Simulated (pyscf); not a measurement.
Structures and frequencies: ωB97X-D3(BJ)/def2-SVP in PySCF.

For the elementary gas-phase step GeH₂ [singlet] + H₃C–OH -> HO–CH₂–GeH₃ (singlet surface; C–H broken, C–Ge, Ge–H formed), what barrier and reaction energy does ωB97X-D3(BJ)/def2-TZVP give, measured from the separated reactants?

ΔE‡ = 26.2 kcal/mol, ΔE = -36.7 kcal/mol. CCSD(T)/def2-TZVPP + ΔMP2(QZVPP) gives 22.2 kcal/mol and -34.7 kcal/mol. Zero-point energy shifts the barrier by +0.6 kcal/mol. It is an insertion, with an imaginary mode of 1161i cm⁻¹. On the reactant side the descent ends in a complex, 5.4 kcal/mol under the separated species and 31.6 kcal/mol under the saddle at ωB97X-D3(BJ)/def2-TZVP. The same reactants have a lower exit, to H₃C–O–GeH₃ (barrier +16.6 kcal/mol at ωB97M-D3(BJ)/def2-TZVP, against +28.0 kcal/mol here). One saddle was located; it need not be the lowest between these sides. The CCSD(T) − MP2 part came from Ansatz, without density fitting, on the same reference. The frozen core leaves the outer d or s,p core shells of the metals and heavy elements correlated in the MP2 and CC values, and def2-TZVPP describes them poorly, which can shift differences by a few kcal/mol. Elements up to Kr have no core potential and no relativistic terms here.
